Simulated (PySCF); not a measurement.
Frontier orbitals and the lowest excitations

Compound: C3H5NO2.
Geometry (PBE0-D3(BJ)/def2-SVP, Å), atoms numbered from 1 in this order:
```xyz
11
C3H5NO2 angstrom
N     -1.9340    0.6802    1.2204
C     -0.9587    0.6795    0.4147
C     -0.0515   -0.5108    0.3201
O      1.3192   -0.1158    0.3378
C      1.8774    0.1805   -0.8348
O      1.3257    0.1660   -1.8972
H     -2.4703    1.5487    1.1354
H     -0.7157    1.5096   -0.2770
H     -0.2109   -1.1635    1.1870
H     -0.2616   -1.0594   -0.6131
H      2.9431    0.4429   -0.6722
```

Level of theory: PySCF, TDDFT B3LYP/def2-SVPD, vertical, gas phase, core orbitals frozen in the response.

Kohn–Sham orbitals with the atoms that hold most of them (Löwdin shares over 4%, at most four atoms; ? is withheld):

```
orbital  ε (eV)                           atoms
 LUMO+2    0.45  C2 24%, H7 19%, H8 16%, C5 12%
 LUMO+1   -0.64  C5 40%, O6 29%, O4 17%, H11 8%
   LUMO       ?                               ?
   HOMO   -7.85    N1 56%, C2 16%, H7 8%, H8 6%
 HOMO-1   -8.47                               ?
 HOMO-2   -9.19  N1 32%, C2 20%, O4 20%, O6 12%
 HOMO-3   -9.41  O4 30%, O6 19%, N1 17%, C2 12%
```

Q: Which atoms hold the HOMO-1, and with what shares?

A: O6 (bonded to C) 67%; C5 (bonded to 2 O and H) 12%; O4 (bonded to 2 C) 9%; H11 (bonded to C) 6%. By element: oxygen 76%, carbon 12% or more, hydrogen 6% or more.

Q: Give the leading atoms of the LUMO.

A: N1 (bonded to C and H) 36%; C2 (bonded to C, N and H) 36%; C3 (bonded to C, O and 2 H) 7%; H8 (bonded to C) 5%. By element: carbon 43% or more, nitrogen 36%, hydrogen 5% or more.

Q: What is the LUMO energy, and the HOMO–LUMO gap?

A: ε(LUMO) = -1.06 eV; the gap is 6.78 eV (0.2493 hartree).

Q: The HOMO–LUMO gap is 6.78 eV. Where does the response calculation put the lowest singlet, and from which orbitals?

A: S1 is at 5.22 eV (f = 0.0017), 1.57 eV below the gap, made of HOMO→LUMO (97%). Without the coupling terms of the response equations the lowest excitation would equal the gap.

Q: One configuration dominates each of S1, S2, S3 and S4. Which, and how do the shares of the two leading atoms of either orbital change from the occupied to the empty one?

A: 
- S1 (5.22 eV, f 0.0017), HOMO→LUMO (97%): N1 56% → 36%, C2 16% → 36%
- S2 (5.86 eV, f 0.0015), HOMO-1→LUMO+1 (83%): O6 67% → 29%, C5 12% → 40%; low, almost dark, from the terminal oxygen into the C=O bond, the pattern of n→π*
- S3 (6.50 eV, f 0.016), HOMO→LUMO+1 (91%): N1 56% → at most 7%, C2 16% → at most 7%, C5 at most 7% → 40%, O6 at most 7% → 29%
- S4 (6.61 eV, f 0.0078), HOMO-1→LUMO (86%): O6 67% → at most 5%, C5 12% → at most 5%, N1 at most 6% → 36%, C2 at most 6% → 36%

The run took 77 s on one thread, Arm Neoverse V1, on a shared host.

One conformer stands for the species.
